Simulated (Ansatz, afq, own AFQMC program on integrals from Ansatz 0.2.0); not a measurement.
Where AFQMC and coupled cluster stand for AlHF, doublet

```yaml
atoms:
  - { symbol: Al, position_ang: [0.5750, -0.7635, 1.2251] }
  - { symbol: F, position_ang: [2.0900, -1.2788, 0.7420] }
  - { symbol: H, position_ang: [0.3441, -0.6162, 2.8149] }
```

Connectivity, by distances: AlH–F.

Basis def2-TZVP. Only valence electrons are correlated. AFQMC by an in-house program on the Cholesky factors that Ansatz 0.2.0 writes for its CCSD(T) run. ph-AFQMC/CISD is guided by a CISD state made of CCSD amplitudes; releasing the constraint for a short imaginary time cuts its bias at the price of noise, slowly where states lie close. ± is one standard error of the sampling.

Determinant: UHF, the one that the program's search chose, which needn't be the lowest solution. The geometry is a PBE0/def2-SVP stationary point of this or a neighbouring charge and spin state.

No full CI on the walks' own integrals is used here; CCSDT(Q) serves as the reference and is uncertain by about the last step of the cluster series.

- T1 diagnostic: 0.0164
- weight of the determinant in the CISD state: 0.915
- ⟨S²⟩ of the determinant: 0.758
- size of the correlated space: 11 electrons in 68 orbitals

```json
{"level": "MP2", "correlation energy (eV)": "-8.4109"}
{"level": "CCSD", "correlation energy (eV)": "-8.6753"}
{"level": "CCSD(T)", "correlation energy (eV)": "-8.9121"}
```

Task: Estimate where AFQMC with the constraint released lies against CCSD(T) on the same integrals.

Result: 1.5 ± 0.6 kJ/mol below CCSD(T).

Reference: CCSDT(Q), correlation energy -8.932 eV. The released energy is read at 1.50 1/Eh (meV from the phaseless value at times in 1/Eh: -7 ± 5 at 0.24, -9 ± 4 at 0.50, -9 ± 5 at 1.00, 0 ± 7 at 1.50).

| level | E − E(reference) (kJ/mol) | share of correlation (%) |
| --- | --- | --- |
| CCSD(T) | 1.9 | 99.78 |
| CCSDT | 1.0 | 99.88 |
| ph-AFQMC/CISD | 0.4 ± 0.4 | 99.95 |
| released AFQMC | 0.4 ± 0.6 | 99.95 |

A walk keeps the symmetry of its determinant, which the program's search chose and which needn't be the lowest solution, so a lower state of the same spin and another symmetry isn't excluded. Released energies are given only where the last usable release times agree within the noise; a slower fall can still hide under it.
